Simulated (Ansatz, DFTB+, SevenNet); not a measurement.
**Elastic constant C66 of rhombohedral A7 Bi: levels of theory against measurement**

Reference value: 19.4 GPa (measured, 301 K, not corrected to a static lattice; as tabulated in Elastic Constants of Bismuth (J. Appl. Phys.)).

Task: What do GFN1-xTB as cut by DFTB+, SevenNet-l3i5, LDA, PBE, PBEsol give, and how far is each from the reference?

Result: 
```csv
level (code),value (GPa),cell (Å³/atom),difference (%)
GFN1-xTB as cut by DFTB+,38.6,34.30,+99
SevenNet-l3i5,11.3,36.90,-42
LDA (Ansatz),22.2,33.50,+14.4
PBE (Ansatz),19.1,36.92,-1.5
PBEsol (Ansatz),21.0,34.43,+8.2
```

The reference is not for a static lattice or low temperature, so close values are not ranked against it. Off by more than 25 %, or 35 % on the side where a correction would as a rule narrow the miss (bounds picked here): GFN1-xTB as cut by DFTB+ (+99 %), SevenNet-l3i5 (-42 %).

The measured value isn't corrected to a static lattice, so vibrations enter the comparison.  Density-functional levels without +SOC have no spin–orbit coupling. GFN1-xTB as cut by DFTB+: the method was fitted mainly to molecules. GFN1-xTB as cut by DFTB+: codes differ in how they cut the long-range tail of xTB's charge interaction in a crystal, so the value belongs to this code. LDA: LDA has no dispersion term either, though it tends to give short spacings of layers, chains or molecules. PBE, PBEsol: the cell comes from a level without a dispersion term, which matters for the spacing of layers, chains or molecules. Each level is taken at its own relaxed cell. Ansatz's density-functional and Hartree–Fock values are scalar-relativistic unless marked +SOC, with PAW data made under PBE.

Machine-learned potentials (SevenNet-l3i5) are trained on DFT data: a solid inside that data is no test of them.

Differences are worked out from the printed values.

Ansatz is an electronic-structure program.
